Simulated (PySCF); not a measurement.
Method: M06-2X/def2-TZVP // B3LYP-D3(BJ)/def2-TZVP in PySCF 2.14.0. Isolated molecules, 0 K electronic values unless said otherwise. One relaxed conformer stands for a flexible species; it need not be the lowest. Excitations are Tamm–Dancoff values on a coarser integration grid. The basis has no diffuse functions, so Rydberg states are missing or too high.

Reference species (SMILES): `[OH][Al]([Cl])[Cl]` (H–O–Al–Cl torsion 180°) (neutral, multiplicity 1).

* **S1–T1 gap (TDA)**: 0.29 eV
* **T1 excitation (TDA)**: 6.77 eV
* **S1 oscillator strength**: 0.014

Changed species: `[Cl][Al]([Cl])[Cl]` (0 of 3 Cl replaced by OH; the reference has 1 of 3 Cl replaced by OH).

Q: What does the change do to the S1–T1 gap (TDA), T1 excitation (TDA) and S1 oscillator strength?

A: the S1–T1 gap (TDA) is nearly the same; the T1 excitation (TDA) decreases by 0.24 eV, to 6.53 eV; the S1 oscillator strength falls by 0.014, to 0.000.
